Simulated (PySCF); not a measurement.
SiCl₄, SMILES Cl[Si](Cl)(Cl)Cl. Atoms are numbered in the order given.

```xyz
5

Cl     1.1716    -1.1716     1.1716
Si     0.0000     0.0000     0.0000
Cl    -1.1716    -1.1716    -1.1716
Cl    -1.1716     1.1716     1.1716
Cl     1.1716     1.1716    -1.1716
```

Geometry optimised at ωB97X-D3(BJ)/def2-SVP. The isomer is the one that the SMILES or the coordinates give; other isomers of the formula were not compared.

These are TDDFT-PBE/def2-SVPD in PySCF values and carry that method's errors.

Vertical excitations; the highest root listed may be one member of a degenerate set. The molecule is in vacuum. State labels are in the subgroup D2.

| state | symmetry | energy (eV) | λ (nm) | f | main pairs |
|---|---|---|---|---|---|
| S1 | B3 | 6.39 | 194 | 0.000 | HOMO→LUMO (degenerate set) |
| S2 | B2 | 6.39 | 194 | 0.000 | HOMO−1→LUMO (degenerate set) |
| S3 | B1 | 6.39 | 194 | 0.000 | HOMO−2→LUMO (degenerate set) |
| S4 | B1 | 7.25 | 171 | 0.025 | HOMO−5→LUMO (degenerate set) |
| S5 | B3 | 7.25 | 171 | 0.025 | HOMO−3→LUMO (degenerate set) |
| S6 | B2 | 7.25 | 171 | 0.025 | HOMO−4→LUMO (degenerate set) |
| S7 | A | 7.42 | 167 | 0.000 | HOMO−6→LUMO (degenerate set) |
| S8 | A | 7.42 | 167 | 0.000 | HOMO−7→LUMO (degenerate set) |
| S9 | A | 7.63 | 163 | 0.000 | HOMO→LUMO+2 33 %, HOMO−1→LUMO+1 33 %, HOMO−2→LUMO+3 33 % |
| S10 | A | 7.70 | 161 | 0.000 | HOMO→LUMO+2 60 %, HOMO−1→LUMO+1 32 % |
| T1 | B3 | 6.12 | 203 | 0 | HOMO→LUMO (degenerate set) |
| T2 | B2 | 6.12 | 203 | 0 | HOMO−1→LUMO (degenerate set) |
| T3 | B1 | 6.12 | 203 | 0 | HOMO−2→LUMO (degenerate set) |
| T4 | B3 | 6.87 | 180 | 0 | HOMO−3→LUMO 97 % |
Triplets are in the Tamm–Dancoff approximation, which puts them higher than full response would, so one can lie above its singlet here.
